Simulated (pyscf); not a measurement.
Elementary routes open to H₃Si–SH (SMILES [SiH3]S) + HCl (SMILES Cl) in the gas phase (singlet surface):
A. HS–SiH₂–Cl (SMILES S[SiH2]Cl) + H₂ (SMILES [H][H]) (H–Si, Cl–H broken; Cl–Si, H–H formed)
B. H₂S (SMILES S) + H₃Si–Cl (SMILES [SiH3]Cl) (S–Si, Cl–H broken; H–S, Cl–Si formed)

PySCF, gas phase, ωB97X-D3(BJ)/def2-SVP geometries.

Rank the routes by free-energy barrier at 298 K, lowest first, for ωB97M-D3(BJ)/def2-TZVP energies (ideal gas, 1 atm, RRHO with modes under 100 cm⁻¹ raised to 100, one conformer, R ln 2 for chiral ones without a mode under 150 cm⁻¹).

B (151.1 kJ/mol), A (180.1 kJ/mol)

Route B is the fastest of these, ahead of the next by 29.0 kJ/mol. The most stable products are those of A (ΔG = -79.1 kJ/mol), whose barrier is 29.0 kJ/mol higher: the kinetic and the thermodynamic product differ. At 1200 K B is still the fastest. B: On the reactant side the descent ends in a complex, 17.9 kJ/mol under the separated species and 121.3 kJ/mol under the saddle at ωB97X-D3(BJ)/def2-TZVP. Only these routes are compared; each barrier is that of the saddle found, and lower ones may exist.
